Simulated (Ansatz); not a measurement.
Relaxed structures of BSiNH4, closed shell (PBE0-D4/def2-TZVP; forces vanish, vibrations not checked; lower isomers may exist, and structures with a doubtful reference or unclear bonds are left out; Å). Program: Ansatz 0.2.0. Basis: def2-TZVPP. Cores are frozen in the correlated methods.

**Question.** Rank them by CCSD(T) energy, lowest first, and give each one's height above the lowest. Links in brackets join atoms within 1.22 times the sum of their covalent radii (1.1 for two metals). (An estimate is asked for; the value comes from the calculation.)
A.
BSiNH₄ ([BH][SiH][NH2])
```
7
angstrom
B -1.7096 0.5120 -0.2387
Si 0.0533 0.1257 -0.5864
N 1.1938 -0.3438 0.6027
H -2.7114 1.0888 0.0074
H 0.4663 -0.2153 -1.9638
H 1.4943 -1.3014 0.6908
H 1.2134 0.1339 1.4881
```
B.
BSiNH₄ ([BH2][SiH][NH])
```
7
angstrom
B 1.0220 -0.4102 0.7849
Si -0.1559 0.1081 -0.7501
N -1.6741 0.6228 -0.6312
H -2.0595 0.8062 0.2885
H 0.3510 -0.1050 -2.1285
H 1.5463 -1.4839 0.8181
H 1.1528 0.3158 1.7235
```
C.
BSiNH₄ ([BH][Si][NH3])
```
7
angstrom
B -1.4836 0.4962 -0.1227
Si 0.1693 0.6079 -0.9599
N 1.1855 -0.1417 0.6362
H -2.6275 0.5179 0.2026
H 2.1756 -0.1598 0.4203
H 0.8904 -1.0889 0.8444
H 1.0524 0.4340 1.4598
```

**Answer.** The calculation gives: B (0.000 eV), A (0.523 eV), C (1.172 eV). Heights count from the lowest.

The T1 diagnostic stays at or below 0.024. The restricted Hartree–Fock reference is unstable towards an unrestricted one at one or more of these structures.

For scale, one of the runs: CCSD(T)/def2-TZVPP, 160 basis functions, launched by `ansatz run in.yaml --threads 2 --pin off --events-out ev --progress --plain --max-ram 4352MiB`. Time: 23 s of wall clock on 2 CPU threads of an Intel Xeon Platinum 8259CL; the host was shared. Peak host memory: 1.1 GiB.
